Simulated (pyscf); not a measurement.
HO–As(OH)–OH (SMILES O[As](O)O) → H₂O (SMILES O) + O=As–OH (SMILES O=[As]O), gas phase, singlet surface. Optimised with ωB97X-D3(BJ)/def2-SVP in PySCF. MP2 and CC: frozen core, UHF for open shells. ΔMP2 is the change of the MP2 total energy from the triple- to the quadruple-zeta basis. ΔG in kcal/mol from CCSD(T)/def2-TZVPP + ΔMP2(QZVPP) energies (ideal gas, 1 atm, RRHO with modes under 100 cm⁻¹ raised to 100, one conformer, R ln 2 for chiral ones without a mode under 150 cm⁻¹).

```
T (K)     ΔG
-----  -----
298    +17.7
600     +7.8
900        ?
1200   -10.3
```

**Question.** Fit a line to the three values, predict ΔG at 900 K, and estimate where the reaction turns favourable at 1 atm of each gas.

**Answer.** Least squares gives ΔG = +26.7 − 30.9 × T/1000 K, so ΔS is about +129 J/(mol K) and ΔH about +26.7 kcal/mol over this range (ΔH at 298 K: +27.7). At 900 K the line gives -1.1; the computed value is -1.4. ΔG = 0 falls near 860 K; 1 kcal/mol in the energy moves that by 32 K. This is thermodynamics alone and says nothing of the barrier. The CCSD(T) − MP2 part came from Ansatz, without density fitting, on the same reference. The frozen core leaves the outer d or s,p core shells of the metals and heavy elements correlated in the MP2 and CC values, and def2-TZVPP describes them poorly, which can shift differences by a few kcal/mol. Elements up to Kr have no core potential and no relativistic terms here.
